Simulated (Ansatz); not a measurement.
Input for Ansatz (development build ahead of 0.2.0):

```yaml
crystal:
  periodic: [false, false, false]
  atoms:
    - { symbol: C, position_ang: [-0.00905, -0.04607, -1.47639] }
    - { symbol: C, position_ang: [0.03011, -0.01673, -0.08473] }
    - { symbol: C, position_ang: [0.02903, 1.26386, 0.63699] }
    - { symbol: C, position_ang: [-0.0446, -1.2532, 0.6916] }
    - { symbol: H, position_ang: [0.02368, -0.89134, -2.01633] }
    - { symbol: H, position_ang: [-0.04449, 0.95002, -2.01401] }
    - { symbol: H, position_ang: [0.04181, 2.14707, 0.05712] }
    - { symbol: H, position_ang: [-0.86326, 1.36088, 1.31438] }
    - { symbol: H, position_ang: [0.83764, 1.33625, 1.32366] }
    - { symbol: H, position_ang: [-0.0436, -2.15564, 0.05764] }
    - { symbol: H, position_ang: [0.89799, -1.32349, 1.38442] }
    - { symbol: H, position_ang: [-0.92328, -1.31895, 1.36678] }
basis:
  gaussian: { orbitals: def2-TZVP }
hamiltonian:
  xc: hf
output:
  forces: true
```

The input is written out in the form of the current development build from the run's settings.

Results

```
Converged                       : yes
Total energy                    : -156.14843 hartree
Spin squared of the determinant : 0.000
Stability test                  : minimum among restricted orbitals
```

Forces (eV/Å):
```
atom      Fx      Fy      Fz
  C1   0.177   4.799   4.818
  C2  -0.862   0.177  -5.345
  C3  -1.535   0.396   2.043
  C4   1.753  -1.900   2.159
  H5  -0.066  -2.755  -1.665
  H6   0.189  -1.748   0.676
  H7   0.048   0.489  -0.961
  H8   0.646  -0.301  -0.779
  H9   0.907  -0.112   0.442
 H10   0.003   0.646   0.375
 H11  -1.862   0.012  -1.211
 H12   0.603   0.298  -0.552
```
